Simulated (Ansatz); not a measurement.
`F[C@H]1C[C@@H](F)C1`. Charge 0, multiplicity 1.

Cartesian coordinates in Å:
```
F 2.2183 -0.2737 -0.1646
C 0.8777 -0.5659 -0.2335
C 0.0648 -0.3012 1.0357
C -1.0280 0.2682 0.1283
F -1.6417 1.4159 0.5681
C 0.0065 0.4423 -0.9858
H 0.7838 -1.5885 -0.6068
H -0.1718 -1.1302 1.7011
H 0.5277 0.5127 1.5975
H -1.8135 -0.4516 -0.1138
H -0.2790 0.2371 -2.0165
H 0.4554 1.4348 -0.9097
```

**Question.** Give the diagnostics of a CCSD(T)/def2-TZVPP run (frozen core, the Gaussian-basis code of Ansatz). (An estimate is asked.)

**Answer.** Ansatz gave: T1 = 0.0106, largest single amplitude 0.014, largest double 0.018, (T) share of the correlation energy 3.5 %, 9 CCSD cycles. The RHF solution is stable towards an unrestricted one. T1 lies under the customary mark of 0.02 for closed shells.
